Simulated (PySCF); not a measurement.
**Atomic charges against the basis set**

Compound: C5H6S.
Bonds: C1–C2, C2–C3 (aromatic), C3–C4 (aromatic), C4–S5 (aromatic), S5–C6 (aromatic), C2–C6 (aromatic). Hydrogens: H7, H8, H9 on C1; H10 on C3; H11 on C4; H12 on C6.

PBE0 throughout (PySCF), one geometry, spherical d and f functions. Isolated species at its PBE0-D3(BJ)/def2-SVP geometry, gas phase. Atoms taken as equivalent share a column and are averaged. The first 7 of 10 kinds of atom are listed.

Mulliken charges (e):

```tsv
basis	functions	C1	C2	C3	C4	S5	C6	H7/H8/H9
STO-3G	40	-0.239	-0.022	-0.115	-0.209	+0.288	-0.212	+0.085
6-31G	70	-0.544	+0.132	-0.070	-0.573	+0.507	-0.593	+0.181
6-31G*	100	-0.595	+0.151	-0.146	-0.413	+0.299	-0.450	+0.189
def2-SVP	118	+0.025	-0.127	+0.002	-0.124	+0.078	-0.142	+0.050
6-311+G(2d,p)	206	-0.689	+0.559	-0.615	+0.099	-0.188	-0.011	+0.158
def2-TZVP	228	-0.393	+0.072	-0.221	-0.142	+0.063	-0.192	+0.133
```

IAO charges (e):

```csv
basis,functions,C1,C2,C3,C4,S5,C6,H7/H8/H9
STO-3G,40,-0.398,-0.052,-0.182,-0.295,+0.395,-0.295,+0.139
6-31G,70,-0.437,-0.009,-0.192,-0.307,+0.292,-0.324,+0.155
6-31G*,100,-0.418,-0.011,-0.184,-0.314,+0.330,-0.332,+0.148
def2-SVP,118,-0.407,-0.012,-0.186,-0.313,+0.340,-0.332,+0.145
"6-311+G(2d,p)",206,-0.430,-0.011,-0.195,-0.328,+0.353,-0.349,+0.153
def2-TZVP,228,-0.429,-0.010,-0.194,-0.330,+0.358,-0.351,+0.153
```

Hirshfeld charges (e):

```json
{"basis": "STO-3G", "functions": "40", "C1": "-0.033", "C2": "-0.033", "C3": "-0.073", "C4": "-0.075", "S5": "+0.153", "C6": "-0.083", "H7/H8/H9": "+0.018"}
{"basis": "6-31G", "functions": "70", "C1": "-0.094", "C2": "-0.013", "C3": "-0.078", "C4": "-0.087", "S5": "+0.070", "C6": "-0.099", "H7/H8/H9": "+0.042"}
{"basis": "6-31G*", "functions": "100", "C1": "-0.095", "C2": "-0.011", "C3": "-0.073", "C4": "-0.082", "S5": "+0.056", "C6": "-0.091", "H7/H8/H9": "+0.042"}
{"basis": "def2-SVP", "functions": "118", "C1": "-0.110", "C2": "-0.014", "C3": "-0.080", "C4": "-0.087", "S5": "+0.098", "C6": "-0.097", "H7/H8/H9": "+0.045"}
{"basis": "6-311+G(2d,p)", "functions": "206", "C1": "-0.112", "C2": "-0.025", "C3": "-0.081", "C4": "-0.092", "S5": "+0.095", "C6": "-0.099", "H7/H8/H9": "+0.048"}
{"basis": "def2-TZVP", "functions": "228", "C1": "-0.116", "C2": "-0.018", "C3": "-0.080", "C4": "-0.090", "S5": "+0.089", "C6": "-0.098", "H7/H8/H9": "+0.048"}
```

ESP-fitted charges (e):

```csv
basis,functions,C1,C2,C3,C4,S5,C6,H7/H8/H9
STO-3G,40,-0.636,+0.266,-0.308,-0.056,+0.063,-0.172,+0.167
6-31G,70,-0.606,+0.324,-0.298,-0.219,+0.003,-0.342,+0.169
6-31G*,100,-0.606,+0.360,-0.278,-0.275,+0.054,-0.402,+0.166
def2-SVP,118,-0.545,+0.323,-0.295,-0.246,+0.056,-0.371,+0.152
"6-311+G(2d,p)",206,-0.641,+0.413,-0.300,-0.310,+0.079,-0.442,+0.173
def2-TZVP,228,-0.652,+0.411,-0.308,-0.280,+0.065,-0.416,+0.175
```

Which scheme is steadiest as the basis changes?

Largest range over the bases for any column: Hirshfeld 0.10 e, IAO 0.10 e, ESP-fitted 0.27 e, Mulliken 0.71 e. Hirshfeld and IAO charges move least and Mulliken charges most, counted in e. Without the minimal STO-3G basis the ranges are Hirshfeld 0.04, IAO 0.07, ESP-fitted 0.11, Mulliken 0.71 e.

How much do the charges still move between the two largest bases, 6-311+G(2d,p) and def2-TZVP?

At most, over all atoms: Mulliken 0.487 e, IAO 0.006 e, Hirshfeld 0.006 e, ESP-fitted 0.030 e.

What do the same runs give for the total energy, the frontier levels and the dipole moment?

| basis | energy (Eh) | HOMO (eV) | LUMO (eV) | μ (D) |
| --- | --- | --- | --- | --- |
| STO-3G | -585.2393 | -4.38 | 3.11 | 0.29 |
| 6-31G | -591.8478 | -6.54 | 0.09 | 1.18 |
| 6-31G* | -591.9289 | -6.44 | 0.10 | 0.95 |
| def2-SVP | -591.6898 | -6.64 | -0.12 | 0.87 |
| 6-311+G(2d,p) | -592.0160 | -6.66 | -0.31 | 0.93 |
| def2-TZVP | -592.0360 | -6.65 | -0.27 | 0.91 |

The dipole is fixed by the density alone, so its range of 0.89 D shows that the density itself changes with the basis, not only its division among atoms.
